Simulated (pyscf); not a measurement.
9 silicon, germanium or tin steps of one kind (addition across a multiple bond or ene-type step, closed-shell): barrier in kcal/mol, from the separated reactants or the lowest minimum found. Optimised with ωB97X-D3(BJ)/def2-SVP in PySCF. Functionals in def2-TZVP; the last column is ωB97M-D3(BJ)/def2-TZVP. Rows were drawn at random from the steps of this kind and element class whose saddle was verified and whose references are stable.

```json
[
 {"step": "O=Ge=O + H₂ → O=GeH–OH", "PBE": "21.9", "B3LYP-D3(BJ)": "25.5", "M06-2X": "24.6", "ωB97M-D3(BJ)": "24.8"},
 {"step": "SiH₄ + HC≡CH → H₂C=CH–SiH₃", "PBE": "40.6", "B3LYP-D3(BJ)": "47.7", "M06-2X": "50.9", "ωB97M-D3(BJ)": "50.5"},
 {"step": "cyclic H₈Si₅ (SMILES [SiH]1=[SiH][SiH2][SiH2][SiH2]1) + H₂ -> cyclic H₁₀Si₅ (SMILES [SiH2]1[SiH2][SiH2][SiH2][SiH2]1)", "PBE": "22.6", "B3LYP-D3(BJ)": "28.3", "M06-2X": "27.8", "ωB97M-D3(BJ)": "25.8"},
 {"step": "HP=PH + SiH₄ -> H₃Si–PH–PH₂", "PBE": "21.3", "B3LYP-D3(BJ)": "28.2", "M06-2X": "27.7", "ωB97M-D3(BJ)": "28.6"},
 {"step": "S=Ge: [singlet] + H₂S -> HS–Ge:–SH [singlet]", "PBE": "2.7", "B3LYP-D3(BJ)": "7.9", "M06-2X": "9.5", "ωB97M-D3(BJ)": "11.8"},
 {"step": "S=Ge: [singlet] + HCl → HS–Ge:–Cl [singlet]", "PBE": "-1.0", "B3LYP-D3(BJ)": "3.0", "M06-2X": "3.8", "ωB97M-D3(BJ)": "5.6"},
 {"step": "H₃Si–SiH=PH + H₂ → H₃Si–SiH₂–PH₂", "PBE": "25.8", "B3LYP-D3(BJ)": "30.7", "M06-2X": "30.6", "ωB97M-D3(BJ)": "29.8"},
 {"step": "HN=Si: [singlet] + SiH₄ → :HSi–NH–SiH₃ [singlet]", "PBE": "13.7", "B3LYP-D3(BJ)": "15.9", "M06-2X": "14.8", "ωB97M-D3(BJ)": "15.4"},
 {"step": "HN=Si: [singlet] + SiH₄ → H₂N–Si:–SiH₃ [singlet]", "PBE": "36.1", "B3LYP-D3(BJ)": "44.2", "M06-2X": "45.5", "ωB97M-D3(BJ)": "46.6"}
]
```

Differences from the last column (kcal/mol): PBE: mean -6.1, median -6.6, mean size 6.1, lower in 9 of 9; B3LYP-D3(BJ): mean -0.8, median -0.3, mean size 1.8, lower in 5 of 9; M06-2X: mean -0.4, median -0.6, mean size 1.1, lower in 6 of 9. PBE is closest for row 8 (1.7 kcal/mol apart) and farthest for row 9 (10.5 kcal/mol). PBE, r²SCAN and M06-2X carry no added dispersion term. The last column is a level with limits of its own. Each barrier is that of the saddle found. Elements up to Kr have no core potential and no relativistic terms here.
